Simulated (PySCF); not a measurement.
# SiO: energy against distance

Set-up: Si def2-TZVP, O def2-TZVP; no relativity (PySCF 2.14). Energies in eV from Si + O in their ground configurations at the same level. All curves are PBE0. state 1: ¹Σ⁺ (singlet), closed shell; state 2: triplet, unpaired electrons π ↑↑, a mixture of terms (⟨Lz²⟩ = 2.0), a second solution, started from another occupation; state 3: ⁵Π (quintet), unpaired electrons σ ↑, π ↑↑↑, a second solution, started from another occupation.

```json
{"R (Å)": "1.300", "state 1": "-5.867", "state 2": "0.898", "state 3": "4.4695"}
{"R (Å)": "1.360", "state 1": "-6.991", "state 2": "-0.855", "state 3": "2.6548"}
{"R (Å)": "1.420", "state 1": "-7.613", "state 2": "-2.081", "state 3": "1.3679"}
{"R (Å)": "1.466", "state 1": "-7.834", "state 2": "-2.738", "state 3": "0.6654"}
{"R (Å)": "1.511", "state 1": "-7.895", "state 2": "-3.217", "state 3": "0.1412"}
{"R (Å)": "1.556", "state 1": "-7.833", "state 2": "-3.557", "state 3": "-0.2416"}
{"R (Å)": "1.617", "state 1": "-7.604", "state 2": "-3.839", "state 3": "-0.5809"}
{"R (Å)": "1.692", "state 1": "-7.156", "state 2": "-3.988", "state 3": "-0.8014"}
{"R (Å)": "1.783", "state 1": "-6.474", "state 2": "-3.963", "state 3": "-0.8678"}
{"R (Å)": "1.904", "state 1": "-5.453", "state 2": "-3.719", "state 3": "-0.7689"}
```

Q: Put a parabola through the three lowest points of the state 1 curve and estimate Re, k and ωe (reduced mass 10.18 u; 1 eV/Å² = 0.16022 mdyn/Å; ωe = 1302.8·√(k/μ) cm⁻¹).

A: Through R = 1.466, 1.511, 1.556 Å the second-order coefficient is 30.4 eV/Å², so Re ≈ 1.511 Å, k ≈ 9.73 mdyn/Å and ωe ≈ 1274 cm⁻¹. A polynomial fit of higher order to the unrounded PBE0 energies gives Re = 1.509 Å, k = 9.76 mdyn/Å, ωe = 1276 cm⁻¹; anharmonicity and rounding make the difference.

The higher-order fit for each curve: state 1: Re = 1.509 Å, ωe = 1276 cm⁻¹, De = 7.90 eV; state 2: Re = 1.723 Å, ωe = 789 cm⁻¹, minimum 4.00 eV below the ground-state fragments; state 3: Re = 1.775 Å, ωe = 656 cm⁻¹, minimum 0.87 eV below the ground-state fragments.

Counting both spins, an empty level lies below a filled one in some of these solutions, because spin and occupation are held.
